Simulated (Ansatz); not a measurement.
This geometry of CH4BF + H2 (9 atoms, charge 0, multiplicity 1) is a first-order saddle point.

Level of theory: RKS PBE-D4/def2-SVP (Ansatz).

```xyz
9
Properties=species:S:1:pos:R:3
B -0.017 -0.322 0.182
C -0.015 -0.032 1.928
H -0.886 -0.331 2.548
H 0.926 -0.321 2.430
H -0.059 1.071 1.836
H 1.125 -0.144 -0.196
F -1.071 0.337 -0.405
H -0.180 -1.635 0.073
H -0.286 -1.195 1.092
```

Problem. Which two structures does it join? (They come from a converged band through this point; their orientation in space is the band's.)

Solution. Bonds broken: B1–C2, H8–H9. Bonds formed: B1–H8, C2–H9. CH4BF + H2 becomes BFH2 + CH4.

Image 0:

```xyz
9
Properties=species:S:1:pos:R:3
B 0.058 0.335 0.383
C 0.000 0.518 1.933
H -1.007 0.379 2.372
H 0.706 -0.196 2.412
H 0.383 1.526 2.206
H 1.081 0.469 -0.274
F -1.043 0.020 -0.310
H -0.554 -2.572 0.192
H -0.087 -3.051 0.573
```

Image 6:

```xyz
9
Properties=species:S:1:pos:R:3
B -0.032 -0.563 -0.692
C -0.043 -0.093 2.462
H -0.520 -0.240 3.449
H 0.992 0.269 2.598
H -0.622 0.650 1.883
H 1.169 -0.382 -0.614
F -0.804 0.499 -0.898
H -0.576 -1.651 -0.627
H -0.027 -1.062 1.927
```

Problem. How far does it lie above each of them?

Solution. 1.01 eV above the first and 1.07 eV above the second. This is the barrier of this one path; another mechanism may lie lower. The orbitals stay closed-shell, which can raise the energy where a bond breaks towards radicals; this wasn't checked here.

The run took 110 s on 1 thread of Arm Neoverse V2, with other jobs on the host, peak memory 0.12 GiB.
